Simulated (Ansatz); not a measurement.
# H₃O (doublet): the correlation ladder at distance H1–H2 along a hydrogen transfer = 0.900 Å, cc-pVTZ

How much of the correlation energy of H₃O (doublet) does each wave-function method recover here?

Program: Ansatz 0.2.0, Gaussian basis. Level of theory: cc-pVTZ, core rule «outside noble gas», up to 1 orbitals frozen. These are calculated values, not measurements.

The runs, in order: UHF; CCSD(T) on ROHF; CCSD(T) on UHF; BCCD(T) on ROHF; CCSDT(Q) on ROHF; CCSDT(Q) on UHF; CASSCF and MRCISD+Q, 3 electrons in 3 orbitals; CASSCF and NEVPT2, 3 electrons in 3 orbitals; CASSCF and MRCISD+Q, 9 electrons in 7 orbitals; CASSCF and NEVPT2, 9 electrons in 7 orbitals.

## (1) What is computed

The geometry derives from fragments relaxed apart (PBE0/def2-TZVP) and kept rigid, so it is no stationary point. A hydrogen atom is moved between rigid fragments.

4 atoms, charge 0, spin multiplicity 2.

Atoms are counted from 1 here; the program's logs count them from 0.

Bond lengths: H2–O3 1.052 Å, O3–H4 0.973 Å. Angles: H2–O3–H4 105.0°.

## (2) UHF

Contents of in.yaml:

```yaml
crystal:
  periodic: [false, false, false]
  atoms:
    - {symbol: H, position_ang: [-1.806179, 0.049803, 0.000000]}
    - {symbol: H, position_ang: [-0.906179, 0.049803, 0.000000]}
    - {symbol: O, position_ang: [0.145821, 0.049803, 0.000000]}
    - {symbol: H, position_ang: [0.397680, -0.890147, 0.000000]}
basis:
  gaussian: {orbitals: cc-pVTZ}
magnetization: {spin_polarized: true, initial_magnetization: 1}
hamiltonian: {xc: hf}
output: {orbitals: {seedname: orbitals}}
```

The run is started by

```sh
ansatz run in.yaml --threads 1 --pin off --events-out ev --progress --plain --max-ram 2816MiB --backend cpu
```

Further steps of the session: CCSD(T) on ROHF; CCSD(T) on UHF; BCCD(T) on ROHF; CCSDT(Q) on ROHF; CCSDT(Q) on UHF; CASSCF and MRCISD+Q, 3 electrons in 3 orbitals; CASSCF and NEVPT2, 3 electrons in 3 orbitals; CASSCF and MRCISD+Q, 9 electrons in 7 orbitals; CASSCF and NEVPT2, 9 electrons in 7 orbitals.

**Question.** What will the summary of the whole plan be? Wanted: UCCSDT(Q) below the RHF energy; RMP2 from UCCSDT(Q); UMP2 from UCCSDT(Q); RCCSD from UCCSDT(Q); RCCSD(T) from UCCSDT(Q); UCCSD(T) from UCCSDT(Q); RCCSDT(Q) from UCCSDT(Q); NEVPT2 pair from UCCSDT(Q); MRCISD+Q pair from UCCSDT(Q).

The runs gave:

| quantity | value |
| --- | --- |
| UCCSDT(Q) below the RHF energy | -8.1455 eV |
| RMP2 from UCCSDT(Q) | +458.0 meV |
| UMP2 from UCCSDT(Q) | +537.5 meV |
| RCCSD from UCCSDT(Q) | +266.1 meV |
| RCCSD(T) from UCCSDT(Q) | +17.4 meV |
| UCCSD(T) from UCCSDT(Q) | +18.4 meV |
| RCCSDT(Q) from UCCSDT(Q) | +0.7 meV |
| NEVPT2 pair from UCCSDT(Q) | +497.1 meV |
| MRCISD+Q pair from UCCSDT(Q) | +128.0 meV |
| NEVPT2 valence from UCCSDT(Q) | +930.3 meV |
| levels within 1 kcal/mol (43 meV) | RCCSD(T), UCCSD(T), BCCD(T), RCCSDT, UCCSDT, RCCSDT(Q) |
| T1 diagnostic | 0.024 |
| effectively unpaired electrons | 1.01 |

In words: RCCSD(T) misses by +17.4 meV, 0.2 % of the correlation energy. One determinant dominates. Of the multireference levels listed MRCISD+Q valence comes nearest in total energy (+76.1 meV), which doesn't show that its space is the better one. These misses are within one basis, not against nature; the frozen cores of restricted and unrestricted runs differ, which can shift their rows.
